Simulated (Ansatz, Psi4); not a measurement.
## C2H2 (acetylene): from total energies to a heat of formation

C2H2: 4 atoms, total charge 0, spin state singlet. SMILES: `C#C`. The coordinates come from a PBE0-D4/def2-TZVP relaxation.

Total energies at OMP2/def2-TZVPPD (density fitting for correlation), 2 core orbitals frozen (Psi4 1.11); the atoms run unrestricted:

```
species    state  energy (Eh)
   C2H2  singlet   -77.165212
      C  triplet   -37.759367
      H  doublet    -0.499810
```

Harmonic wavenumbers at PBE0-D4/def2-TZVP, in cm⁻¹: 636, 636, 772, 772, 2084, 3427, 3528.

Measured heats of formation of the gaseous atoms at 298.15 K, in kJ/mol: C 716.9, H 218.0. Take 1 Eh = 2625.50 kJ/mol, 1 cm⁻¹ = 0.0119627 kJ/mol, RT = 2.479 kJ/mol.

Question: What heat of formation follows?

Answer: 
1. Electronic atomisation energy: 2 × (-37.759367) + 2 × (-0.499810) − (-77.165212) = 0.646858 Eh = 1698.3 kJ/mol.
2. Zero-point energy: half the sum of the wavenumbers, 5927.5 cm⁻¹ = 70.9 kJ/mol.
3. Thermal vibrational enthalpy, Σ hcν̃/(exp(hcν̃/kT) − 1): 1.2 kJ/mol. Translation, rotation and pV of a linear molecule: 3.5 RT = 8.7 kJ/mol.
4. The 4 free atoms carry 5/2 RT each: 24.8 kJ/mol.
5. Atomisation enthalpy at 298 K: 1698.3 − 70.9 − 1.2 − 8.7 + 24.8 = 1642.3 kJ/mol.
6. Sum of the atoms' heats of formation: 1869.8 kJ/mol. Heat of formation: 1869.8 − 1642.3 = +227.5 kJ/mol.

The tabulated value is +228.3 kJ/mol (Active Thermochemical Tables), so this level is off by -0.8 kJ/mol, or 0.0 % of the atomisation enthalpy that the table implies (1641.4 kJ/mol). Anharmonicity and any spin-orbit splitting of the molecule are left out, and so is core correlation.
